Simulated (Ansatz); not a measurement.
Two isomers of C5H12O: A = `CC(C)C(C)O`, B = `CCC(C)CO`.

Calculated with Ansatz (gas phase, PBE0-D4/def2-TZVP geometries, no zero-point term in ΔE). CBS: MP2 limit from def2 TZ/QZ plus the TZ coupled-cluster correction, frozen cores. Functionals use def2-TZVPP. B3LYP here is the variant with VWN-RPA as its local correlation; programs differ in this. Each species was taken in one conformer, which may not be the lowest.

A:

```xyz
18

C     1.114    1.012   -0.803
C     0.552   -0.296   -0.266
C     1.560   -0.973    0.651
C    -0.778   -0.090    0.451
C    -1.840    0.570   -0.408
O    -1.216   -1.372    0.876
H     2.099    0.848   -1.246
H     1.237    1.744    0.002
H     0.479    1.458   -1.570
H     0.348   -0.966   -1.112
H     1.174   -1.915    1.039
H     1.797   -0.327    1.504
H     2.493   -1.173    0.119
H    -0.587    0.545    1.333
H    -2.792    0.615    0.130
H    -1.570    1.594   -0.672
H    -1.997   -0.001   -1.327
H    -2.072   -1.273    1.298
```

B:

```xyz
18

C    -0.121    1.443    1.618
C     0.006    1.061    0.153
C     0.134   -0.438   -0.096
C    -1.136   -1.201    0.250
C     0.520   -0.720   -1.542
O     1.744   -0.134   -1.933
H    -1.022    1.029    2.076
H     0.737    1.081    2.193
H    -0.163    2.528    1.739
H     0.879    1.557   -0.280
H    -0.864    1.432   -0.404
H     0.948   -0.821    0.540
H    -1.019   -2.273    0.070
H    -1.974   -0.850   -0.360
H    -1.413   -1.072    1.298
H     0.535   -1.806   -1.713
H    -0.236   -0.299   -2.212
H     2.444   -0.518   -1.398
```

(1) Which isomer does CCSD(T)/CBS put lower? Give the gap. (Estimate.)

(2) Give E(B) − E(A) in kJ/mol with r2SCAN-D4, B3LYP-D4, ωB97M-V, CCSD(T)/def2-TZVPP, PBE0-D4, HF/def2-TZVPP, BLYP-D4. (Best estimate.)

Largest T1 diagnostic: 0.009.

Results:

(1) The calculation gave: A, by 15.1 kJ/mol.

(2) Ansatz gave: r2SCAN-D4 15.2, B3LYP-D4 12.9, ωB97M-V 14.7, CCSD(T)/def2-TZVPP 14.5, PBE0-D4 12.6, HF/def2-TZVPP 10.4, BLYP-D4 12.8. None reverses the order clearly.

In def2-TZVPP, CCSD(T) changes the Hartree–Fock value by +4.1 kJ/mol (the triples alone add +0.8 kJ/mol) and MP2 by +5.2 kJ/mol. Leaving LDA and LC-ωPBE aside and taking each functional with its dispersion term where it has one, the values, not all of them listed here, spread over 3.5 kJ/mol, from PBE-D4 to B97M-V. LDA lies +5.4 kJ/mol from PBE without D4.
